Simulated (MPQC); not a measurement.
# BH2F (SMILES [H]B([H])F) at 6 levels

We compute a comparison of 6 runs (HF/STO-3G, HF/3-21G, B3LYP/6-31G*, PBE0/def2-SVP, MP2/6-311+G**, MP2/cc-pVTZ) of BH2F. 

The calculation is run with MPQC 2.3.1.

6 further runs of the same task are left out: 2 that didn't finish, 4 set aside as unsound or not needed.

## (1) Starting point

BH2F: 4 atoms, total charge 0, spin state singlet. SMILES: `[H]B([H])F`. Geometry: relaxed at GFN2-xTB.

Bond lengths: B1–F4 1.306 Å, B1–H2 1.171 Å, B1–H3 1.171 Å. Angles: H2–B1–F4 117.3°, H3–B1–F4 117.3°, H2–B1–H3 125.4°.

## (2) Energy and forces at HF/STO-3G (run 1)

input.in reads:

```
% emacs should use -*- KeyVal -*- mode
molecule<Molecule>: (
  symmetry = c1
  unit = angstrom
  { atoms geometry } = {
    B  [ 0.029990       0.049200       0.000600 ]
    H  [ 1.198420      -0.033970       0.015630 ]
    H  [ -0.578270       1.050180      -0.019450 ]
    F  [ -0.650140      -1.065400       0.003230 ]
  }
)
basis<GaussianBasisSet>: (
  name = "STO-3G"
  molecule = $:molecule
  basisdir = "."
  puream = yes
)
mpqc: (
  checkpoint = no
  savestate = no
  restart = no
  do_energy = yes
  do_gradient = yes
  optimize = no
  mole<CLHF>: (
    molecule = $:molecule
    basis = $:basis
    total_charge = 0
    memory = 1000000000
    print_evals = yes
    print_npa = yes
    maxiter = 120
    value_accuracy = 1e-08
    guess_wavefunction<ExtendedHuckelWfn>: (
      molecule = $:molecule
      total_charge = 0
      multiplicity = 1
      basis<GaussianBasisSet>: (
        name = "STO-3G"
        molecule = $:molecule
      )
    )
  )
)
```

The basis set STO-3G is read from a file made from the Basis Set Exchange's data (not shown).

On the command line:

```bash
$ mpqc -o input.out input.in
```

Log:

```text
MPQC: Massively Parallel Quantum Chemistry
[...]
  CLSCF::init: total charge = 0
[...]
  nbasis = 12
[...]
  iter     1 energy = -122.8025293866 delta = 5.72002e-01
[...]
  LUMO is     9   A =   0.277119
  total scf energy = -123.6028606937
[...]
Value of the MolecularEnergy: -123.6028606937
  Gradient of the MolecularEnergy:
      1    0.0111550180
      2    0.0183204097
      3    0.0002801962
      4    0.0027154981
      5   -0.0067546427
      6   -0.0000041609
      7   -0.0072363396
      8   -0.0006779488
      9   -0.0002006919
     10   -0.0066341764
     11   -0.0108878182
     12   -0.0000753433
[...]
      symmetry = c1
[...]
```

Run time: 0.1 s. Hardware: 1 thread of Arm Neoverse V1, shared host.

## (3) Energy and gradient at HF/3-21G (run 2)

mol.in reads:

```
% emacs should use -*- KeyVal -*- mode
molecule<Molecule>: (
   symmetry = c1
   unit = angstrom
   { atoms geometry } = {
      B  [ 0.029990 0.049200 0.000600 ]
      H  [ 1.198420 -0.033970 0.015630 ]
      H  [ -0.578270 1.050180 -0.019450 ]
      F  [ -0.650140 -1.065400 0.003230 ]
   }
)
basis<GaussianBasisSet>: (
   name = "3-21G"
   molecule = $:molecule
   basisdir = "."
   puream = yes
)
mpqc: (
   checkpoint = no
   savestate = no
   restart = no
   do_energy = yes
   do_gradient = yes
   optimize = no
   mole<CLHF>: (
      molecule = $:molecule
      basis = $:basis
      total_charge = 0
      memory = 1000000000
      print_evals = yes
      print_npa = yes
      maxiter = 120
      value_accuracy = 1e-08
      guess_wavefunction<ExtendedHuckelWfn>: (
         molecule = $:molecule
         total_charge = 0
         multiplicity = 1
         basis<GaussianBasisSet>: (
            name = "STO-3G"
            molecule = $:molecule
         )
      )
   )
)
```

The basis set 3-21G is read from a file made from the Basis Set Exchange's data (not shown).

On the command line:

```bash
$ mpqc -o mol.out mol.in
```

Log:

```text
MPQC: Massively Parallel Quantum Chemistry
[...]
  CLSCF::init: total charge = 0
[...]
  nbasis = 22
[...]
  iter     1 energy = -123.7360658399 delta = 2.38767e-01
[...]
  LUMO is     9   A =   0.114506
  total scf energy = -124.6447716554
[...]
Value of the MolecularEnergy: -124.6447716554
  Gradient of the MolecularEnergy:
      1   -0.0189804704
      2   -0.0310698898
      3    0.0003854152
      4   -0.0069634431
      5   -0.0022431278
      6   -0.0001756806
      7    0.0012010175
      8   -0.0072209164
      9   -0.0000145171
     10    0.0247428960
     11    0.0405339340
     12   -0.0001952175
[...]
      symmetry = c1
[...]
```

Wall time 0.14 s (1 thread of Arm Neoverse V1, shared host).

## (4) Energy and forces at B3LYP/6-31G(d) (spherical functions) (run 3)

job.in reads:

```
% emacs should use -*- KeyVal -*- mode
molecule<Molecule>: (
    symmetry = c1
    unit = angstrom
    { atoms geometry } = {
        B  [ 0.029990     0.049200     0.000600 ]
        H  [ 1.198420    -0.033970     0.015630 ]
        H  [ -0.578270     1.050180    -0.019450 ]
        F  [ -0.650140    -1.065400     0.003230 ]
    }
)
basis<GaussianBasisSet>: (
    name = "6-31G*"
    molecule = $:molecule
    basisdir = "."
    puream = yes
)
mpqc: (
    checkpoint = no
    savestate = no
    restart = no
    do_energy = yes
    do_gradient = yes
    optimize = no
    mole<CLKS>: (
        molecule = $:molecule
        basis = $:basis
        total_charge = 0
        memory = 1000000000
        print_evals = yes
        print_npa = yes
        maxiter = 120
        value_accuracy = 1e-08
        functional<StdDenFunctional>: ( name = "B3LYP" )
        integrator<RadialAngularIntegrator>: ( grid = xfine )
        guess_wavefunction<CLHF>: (
            molecule = $:molecule
            total_charge = 0
            memory = 1000000000
            value_accuracy = 1e-3
            basis<GaussianBasisSet>: (
                name = "STO-3G"
                molecule = $:molecule
            )
        )
    )
)
```

The basis set 6-31G* is read from a file made from the Basis Set Exchange's data (not shown).

On the command line:

```bash
$ mpqc job.in > job.out
```

Log:

```text
MPQC: Massively Parallel Quantum Chemistry
[...]
  Integrated electron density error = -0.001623114624
  iter     1 energy = -125.7534161649 delta = 1.70964e-01
  Integrated electron density error = -0.000462215689
  iter     2 energy = -125.8019839942 delta = 5.32834e-02
[...]
  Integrated electron density error = -0.000001730669
  iter     9 energy = -125.9242243170 delta = 1.09885e-06
  Integrated electron density error = -0.000001730670
  iter    10 energy = -125.9242243170 delta = 1.09911e-07
  Integrated electron density error = -0.000001730669
  iter    11 energy = -125.9242243170 delta = 1.26461e-08
[...]
  LUMO is     9   A =  -0.029227
  total scf energy = -125.9242243170
[...]
  Integrated electron density error = -0.000001731848
  Total Gradient:
[...]
Value of the MolecularEnergy: -125.9242243170
  Gradient of the MolecularEnergy:
      1   -0.0020413380
      2   -0.0033062189
      3    0.0002522869
      4   -0.0130567182
      5   -0.0007512314
      6   -0.0002473909
      7    0.0053130546
      8   -0.0119574746
      9    0.0001152577
     10    0.0097850015
     11    0.0160149249
     12   -0.0001201536
[...]
        symmetry = c1
[...]
```

Wall time 6.3 s (1 thread of Arm Neoverse V1, shared host).

Runs 4 to 5 aren't shown in full; the table further down has their settings and results.

## (5) Energy and gradient at MP2/cc-pVTZ (run 6)

mol.in reads:

```
molecule<Molecule>: (
  symmetry = c1
  unit = angstrom
  { atoms geometry } = {
    B  [ 0.029990       0.049200       0.000600 ]
    H  [ 1.198420      -0.033970       0.015630 ]
    H  [ -0.578270       1.050180      -0.019450 ]
    F  [ -0.650140      -1.065400       0.003230 ]
  }
)
basis<GaussianBasisSet>: (
  name = "cc-pVTZ"
  molecule = $:molecule
  basisdir = "."
  puream = yes
)
mpqc: (
  checkpoint = no
  savestate = no
  restart = no
  do_energy = yes
  do_gradient = yes
  optimize = no
  mole<MBPT2>: (
    molecule = $:molecule
    basis = $:basis
    memory = 1000000000
    method = mp
    nfzc = 2
    reference<CLHF>: (
      molecule = $:molecule
      basis = $:basis
      total_charge = 0
      memory = 1000000000
      print_evals = yes
      maxiter = 120
      value_accuracy = 1e-08
      guess_wavefunction<CLHF>: (
        molecule = $:molecule
        total_charge = 0
        memory = 1000000000
        value_accuracy = 1e-3
        basis<GaussianBasisSet>: (
          name = "STO-3G"
          molecule = $:molecule
        )
      )
    )
  )
)
```

The basis set cc-pVTZ is read from a file made from the Basis Set Exchange's data (not shown).

On the command line:

```bash
$ mpqc mol.in > mol.out
```

Log:

```text
MPQC: Massively Parallel Quantum Chemistry
[...]
  LUMO is     9   A =   0.089367
  total scf energy = -125.3732731134
[...]
  MP2 correlation energy [au]:         -0.357302537616
  MP2 energy [au]:                   -125.730575651003
[...]
Value of the MolecularEnergy: -125.7305756510
  Gradient of the MolecularEnergy:
      1   -0.0025823942
      2   -0.0042010267
      3    0.0002596982
      4   -0.0093343060
      5   -0.0011442208
      6   -0.0001965271
      7    0.0032611514
      8   -0.0088268841
      9    0.0000521363
     10    0.0086555488
     11    0.0141721316
     12   -0.0001153074
[...]
        symmetry = c1
[...]
```

It took 31 s on 1 thread of Arm Neoverse V1, shared host; peak memory 0.5 GiB.

## (6) All runs side by side

| run | level | starting guess | integration grid | energy (Eh) | HOMO energy (eV) | LUMO energy (eV) | HOMO–LUMO gap (eV) | wall time |
| --- | --- | --- | --- | --- | --- | --- | --- | --- |
| 1 | HF/STO-3G | huckel STO-3G | – | -123.602861 | -11.04 | 7.54 | 18.58 | 0.1 s |
| 2 | HF/3-21G | huckel STO-3G | – | -124.644772 | -13.24 | 3.12 | 16.35 | 0.14 s |
| 3 | B3LYP/6-31G* (spherical functions) | STO-3G | xfine | -125.924224 | -8.88 | -0.80 | 8.08 | 6.3 s |
| 4 | PBE0/def2-SVP | MINI (Huzinaga) | xfine | -125.687158 | -9.27 | -0.92 | 8.35 | 8.4 s |
| 5 | MP2/6-311+G** | 3-21G | – | -125.657246 | -13.40 | 1.41 | 14.81 | 9.6 s |
| 6 | MP2/cc-pVTZ | STO-3G | – | -125.730576 | -13.36 | 2.43 | 15.79 | 31 s |

## (7) Outcome

```
                                          quantity          value
                               run 6: total energy  -125.73058 Eh
        run 6: HOMO energy (Hartree–Fock orbitals)      -13.36 eV
        run 6: LUMO energy (Hartree–Fock orbitals)        2.43 eV
      run 6: HOMO–LUMO gap (Hartree–Fock orbitals)       15.79 eV
run 6: correlation energy (2 core orbitals frozen)     -357.3 mEh
                   run 6: largest force on an atom     0.854 eV/Å
```

Over runs 1, 2, 3, 4 the HOMO–LUMO gap runs from 8.08 eV (B3LYP/6-31G*) to 18.58 eV (HF/STO-3G). The two ends differ in method and basis. Totals of different functionals can't be ranked against each other. In run 1 the basis is minimal, so the values are rough. All runs together took 56 s, the longest 31 s.
